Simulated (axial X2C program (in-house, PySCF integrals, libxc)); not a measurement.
**Worked dissociation energy of OH⁺: MP2, spin-free**

Calculated with an in-house relativistic program for diatomic molecules. Spin-free means the one-electron spin-free X2C Hamiltonian. Basis: O dyall-av3z [7s6p3d2f], H dyall-v3z [6s2p1d] (cores contracted in-house); Gaussian nuclei, density fitting, unrestricted open shells. Masses: O 15.995 u, H 1.008 u.

Molecular state: M_S = 1, Λ = 0 (beyond evenly filled blocks: π+α, π-α).

Correlated methods: 6 electrons correlated (number of frozen shells: O 1 s; H none), 130 virtual spin orbitals or spinors in MP2.

| Property | Result |
| --- | --- |
| E(O+) (2M_S = 3, M_L = 0) | -74.531906 hartree |
| E(H) (2M_S = 1, M_L = 0) | -0.500004 hartree |
| E(OH⁺) at Re | -75.211908 hartree |
| ωe | 3192.5 cm⁻¹ |
| ωexe | 77.1 cm⁻¹ |

(1) Work out De and D0.

One determinant describes the state; a PBE0 search over occupations chose it and may have missed a lower one. De is counted from the lowest determinant-based energies of the atoms at the same level, without counterpoise correction.

Each atomic determinant is the lowest at this level and need not be a pure term. Totals compare only within one Hamiltonian and basis.

## Answers

(1) De = -74.531906 + (-0.500004) − (-75.211908) = 0.18000 hartree = 4.898 eV. The zero-point energy is ωe/2 − ωexe/4 = 1577 cm⁻¹ = 0.196 eV, so D0 = 4.702 eV.
